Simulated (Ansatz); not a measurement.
Rock-salt HfN, treated with r²SCANh in Ansatz (plane waves, PAW).

Numerical settings: plane-wave cutoff 520 eV, 10×10×10 k mesh, Fermi–Dirac smearing 0.05 eV, scalar-relativistic PAW data made under PBE.

Cell (relaxed at this level):

```
CELL_PARAMETERS angstrom
      0.00000     2.26005     2.26005
      2.26005     0.00000     2.26005
      2.26005     2.26005     0.00000
ATOMIC_POSITIONS crystal
  Hf 0.00000 0.00000 0.00000
  N  0.50000 0.50000 0.50000
```

Problem. Predict the bulk modulus and pressure derivative B′ of the bulk modulus.

Solution. 
bulk modulus: 288 GPa
pressure derivative B′ of the bulk modulus: 4.2

Measured, for comparison: bulk modulus 260 GPa (room temperature, not corrected to a static lattice, our sources range from 260 to 306; as tabulated in Synthesis of Binary Transition Metal Nitrides, Carbides and Borides from the …). Computed (rounded) less measured: bulk modulus not scored (sources differ).

Spin–orbit coupling is not included.

Ansatz is a program for electronic structure.
